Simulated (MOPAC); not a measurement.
MOPAC input (AM1):

```
AM1 FORCE THERMO(298,298) PRECISE LET CHARGE=1 GEO-OK AUX(PRECISION=9) THREADS=1
CH3O2

O    -0.97072805 1   -0.46707103 1   -0.01401058 1
C     0.13853737 1    0.60724198 1    0.02449432 1
O     1.17175663 1    0.02253082 1    0.06851654 1
H    -0.63961458 1   -1.40396529 1    0.00198239 1
H    -0.37142467 1    1.58324214 1    0.05734993 1
H    -1.65653297 1   -0.37724909 1   -0.71802609 1
```

Output:

```
 *******************************************************************************
 **                                                                           **
 **                              MOPAC v23.2.5                                **
 **                                                                           **
 *******************************************************************************
 ** MOPAC's Digital Object Identifier: https://doi.org/10.5281/zenodo.6511958 **
 **                                                                           **
 ** Please cite the open-source release paper for use of this MOPAC version:  **
 ** J. E. Moussa and J. J. P. Stewart (2026)                                  **
 ** MOPAC: An open-source semiempirical molecular orbital program             **
 ** J. Open Source Softw., 11(119), 8025, https://doi.org/10.21105/joss.08025 **
 *******************************************************************************

                              AM1 CALCULATION RESULTS

 *******************************************************************************
 *  AM1        - The AM1 Hamiltonian to be used
 *  GEO-OK     - OVERRIDE INTERATOMIC DISTANCE AND OTHER SAFETY CHECKS
 *
 *
 *
 *                 CHARGE ON SYSTEM = +1
 *
 *
 *
 *  LET        - OVERRIDE SOME SAFETY CHECKS
 *  PRECISE    - TIGHTER CRITERIA TO BE USED
 *  FORCE      - FORCE CALCULATION SPECIFIED
 *  AUX        - OUTPUT AUXILIARY INFORMATION
 *  THERMO     - THERMODYNAMIC QUANTITIES TO BE CALCULATED
 *******************************************************************************
AM1 FORCE THERMO(298,298) PRECISE LET CHARGE=1 GEO-OK AUX(PRECISION=9) THREADS=1
 CH3O2

   ATOM   CHEMICAL          X               Y               Z
  NUMBER   SYMBOL      (ANGSTROMS)     (ANGSTROMS)     (ANGSTROMS)

     1       O         -0.97072805  *  -0.46707103  *  -0.01401058  *
     2       C          0.13853737  *   0.60724198  *   0.02449432  *
     3       O          1.17175663  *   0.02253082  *   0.06851654  *
     4       H         -0.63961458  *  -1.40396529  *   0.00198239  *
     5       H         -0.37142467  *   1.58324214  *   0.05734993  *
     6       H         -1.65653297  *  -0.37724909  *  -0.71802609  *

          CARTESIAN COORDINATES

    NO.       ATOM           X           Y           Z

     1         O         -0.9707     -0.4671     -0.0140
     2         C          0.1385      0.6072      0.0245
     3         O          1.1718      0.0225      0.0685
     4         H         -0.6396     -1.4040      0.0020
     5         H         -0.3714      1.5832      0.0573
     6         H         -1.6565     -0.3772     -0.7180

  H: (AM1): M.J.S. DEWAR ET AL, J. AM. CHEM. SOC. 107 3902-3909 (1985)
  C: (AM1): M.J.S. DEWAR ET AL, J. AM. CHEM. SOC. 107 3902-3909 (1985)
  O: (AM1): M.J.S. DEWAR ET AL, J. AM. CHEM. SOC. 107 3902-3909 (1985)

           Empirical Formula: C H3 O2  =     6 atoms
[...]
 TRAVEL (Ang.)       0.2930         O 1 -- H 6          +9.4% ( 30.2%)      0.1%
 REDUCED MASS        0.6864         O 1 -- C 2          +6.8% ( 25.8%)      8.5%
 EFFECTIVE MASS      2.0148
 FORCE CONSTANT      0.5293

 VIBRATION          8    8A          ATOM PAIR     ENERGY CONTRIBUTION    RADIAL
 FREQUENCY          1711.93         O 1 -- H 4         +50.7% ( 59.9%)      1.5%
 TRANSITION DIPOLE   0.5845         O 1 -- H 6         +44.9% ( 56.4%)      3.1%
 TRAVEL (Ang.)       0.2728         O 1 -- C 2          +3.2% ( 15.1%)     88.9%
 REDUCED MASS        0.5292         C 2 -- O 3          +1.0% (  8.3%)     85.9%
 EFFECTIVE MASS      1.8168
 FORCE CONSTANT      0.9138

 VIBRATION          9    9A          ATOM PAIR     ENERGY CONTRIBUTION    RADIAL
 FREQUENCY          2139.97         C 2 -- O 3         +60.2% ( 98.8%)     99.9%
 TRANSITION DIPOLE   3.1576         O 1 -- C 2         +20.0% ( 57.0%)      3.8%
 TRAVEL (Ang.)       0.0748         C 2 -- H 5         +19.5% ( 56.2%)     42.7%
 REDUCED MASS        5.6304         O 1 -- H 4          +0.2% (  6.2%)      0.0%
 EFFECTIVE MASS     13.0536
 FORCE CONSTANT     15.1915

 VIBRATION         10   10A          ATOM PAIR     ENERGY CONTRIBUTION    RADIAL
 FREQUENCY          3115.48         C 2 -- H 5         +90.7% ( 99.0%)     99.9%
 TRANSITION DIPOLE   1.2577         C 2 -- O 3          +4.9% ( 22.9%)     89.1%
 TRAVEL (Ang.)       0.1527         O 1 -- C 2          +3.6% ( 19.6%)      0.8%
 REDUCED MASS        0.9277         O 1 -- H 6          +0.8% (  9.4%)    100.0%
 EFFECTIVE MASS      1.9903
 FORCE CONSTANT      5.3053

 VIBRATION         11   11A          ATOM PAIR     ENERGY CONTRIBUTION    RADIAL
 FREQUENCY          3169.90         O 1 -- H 4         +71.8% ( 87.1%)     99.0%
 TRANSITION DIPOLE   1.7002         O 1 -- H 6         +27.1% ( 53.5%)     92.9%
 TRAVEL (Ang.)       0.1856         O 1 -- C 2          +0.6% (  8.3%)      0.2%
 REDUCED MASS        0.6174         C 2 -- H 5          +0.4% (  6.5%)     95.4%
 EFFECTIVE MASS      1.5187
 FORCE CONSTANT      3.6551

 VIBRATION         12   12A          ATOM PAIR     ENERGY CONTRIBUTION    RADIAL
 FREQUENCY          3282.47         O 1 -- H 6         +73.8% ( 84.1%)     99.4%
 TRANSITION DIPOLE   1.4056         O 1 -- H 4         +25.4% ( 49.4%)     91.9%
 TRAVEL (Ang.)       0.1880         C 2 -- H 5          +0.4% (  6.1%)     75.4%
 REDUCED MASS        0.5809         O 1 -- C 2          +0.3% (  5.3%)     34.6%
 EFFECTIVE MASS      1.2474
 FORCE CONSTANT      3.6880

      SYMMETRY NUMBER FOR POINT-GROUP C1  =  1

          SYSTEM IS A GROUND STATE

 CH3O2

          MOLECULE IS NOT LINEAR

          THERE ARE 12 GENUINE VIBRATIONS IN THIS SYSTEM
          THIS THERMODYNAMICS CALCULATION IS LIMITED TO
          MOLECULES WHICH HAVE NO INTERNAL ROTATIONS

                    CALCULATED THERMODYNAMIC PROPERTIES
                                          *
   TEMP. (K)   PARTITION FUNCTION   H.O.F.    ENTHALPY  HEAT CAPACITY ENTROPY
                                   KCAL/MOL   CAL/MOLE    CAL/K/MOL  CAL/K/MOL

 298.00  VIB.     0.1821D+01                   684.1017     5.8805     3.4862
         ROT.     0.1170D+05                   888.2803     2.9808    21.5959
         INT.     0.2130D+05                  1572.3820     8.8613    25.0821
         TRA.     0.3118D+27                  1480.4672     4.9680    37.4673
         TOT.                      108.256    3052.8492    13.8293    62.5494

   *: NOTE: HEATS OF FORMATION ARE RELATIVE TO THE
            ELEMENTS IN THEIR STANDARD STATE AT 298K
              (=  Standard Enthalpy of Formation).

            Hvib:  Zero-point energy is not included.
                   frequencies of less than zero cm-1 are not included.
            Hrot = (3/2)RT
            Htra = (3/2)RT + pV = (5/2)RT

            Heat capacity is Cp, not Cv

          For more information, see: HTTP://OpenMOPAC.net/Manual/thermochemistry.html

           FORCE CONSTANT IN CARTESIAN COORDINATES (Millidynes/A)

    ATOM   CHEMICAL       X               Y               Z
   NUMBER   SYMBOL  FORCE CONSTANT  FORCE CONSTANT  FORCE CONSTANT

      1       O        5.706602        8.026118        3.557598
      2       C        2.834491       22.754053        2.027772
      3       O        2.988482       18.433552        0.318367
      4       H        1.817366        4.815235        0.443855
      5       H        1.091511        4.851181        0.367913
      6       H        1.836536        2.501969        2.741012

 **********************
 *                    *
 * JOB ENDED NORMALLY *
 *                    *
 **********************

 == MOPAC DONE ==
```

The dipole moment of an ion depends on the origin.
